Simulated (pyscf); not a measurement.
Hydrogen abstraction: [HN=SiH]• + H₂ → H₂N–SiH: [singlet] + H•

Gas phase, doublet surface, charge 0. Bonds broken: H3–H5. Bonds formed: N1–H3. Structures and frequencies: ωB97X-D3(BJ)/def2-SVP in PySCF.

Transition state (Å):

```xyz
6

N      0.2254    -0.1210    -0.0857
Si     0.3862     1.5039    -0.4763
H      1.1679    -0.9263     0.2259
H     -0.6214    -0.6855    -0.0414
H      1.7822    -1.5845     0.4631
H      1.9003     1.6134    -0.3291
```

One imaginary mode, 1805i cm⁻¹; descent along it reached the two sides named.

```csv
bond,change,reactant side (Å),saddle,product side
H3–H5,breaks,0.762,0.931,2.8
N1–H3,forms,2.571,1.278,1.016
```

Electronic energies relative to the separated reactants (kcal/mol):

```json
[
 {"level": "ωB97X-D3(BJ)/def2-TZVP", "barrier": "18.6", "reaction energy": "+5.1", "reverse barrier": "13.5"},
 {"level": "PBE/def2-TZVP", "barrier": "12.1", "reaction energy": "+10.6", "reverse barrier": "1.5"},
 {"level": "r²SCAN/def2-TZVP", "barrier": "14.8", "reaction energy": "+13.0", "reverse barrier": "1.8"},
 {"level": "B3LYP-D3(BJ)/def2-TZVP", "barrier": "15.0", "reaction energy": "+11.0", "reverse barrier": "4.1"},
 {"level": "PBE0-D3(BJ)/def2-TZVP", "barrier": "14.0", "reaction energy": "+5.9", "reverse barrier": "8.1"},
 {"level": "M06-2X/def2-TZVP", "barrier": "18.3", "reaction energy": "+5.0", "reverse barrier": "13.3"},
 {"level": "ωB97M-D3(BJ)/def2-TZVP", "barrier": "17.5", "reaction energy": "+4.5", "reverse barrier": "13.0"},
 {"level": "HF/def2-TZVP", "barrier": "23.0", "reaction energy": "-4.9", "reverse barrier": "27.8"}
]
```

With ωB97M-D3(BJ)/def2-TZVP energies and thermal terms (ideal gas, 1 atm, RRHO with modes under 100 cm⁻¹ raised to 100, one conformer, R ln 2 for chiral ones without a mode under 150 cm⁻¹), in kcal/mol:

```tsv
T (K)	ΔH‡	ΔG‡	ΔH	ΔG
298	16.6	24.6	+6.3	+7.7
600	15.9	33.0	+6.1	+9.2
900	16.0	41.5	+6.3	+10.7
1200	16.4	50.0	+6.7	+12.1
```

One saddle was located; it need not be the lowest between these sides. The angle at the transferred H is 174°.
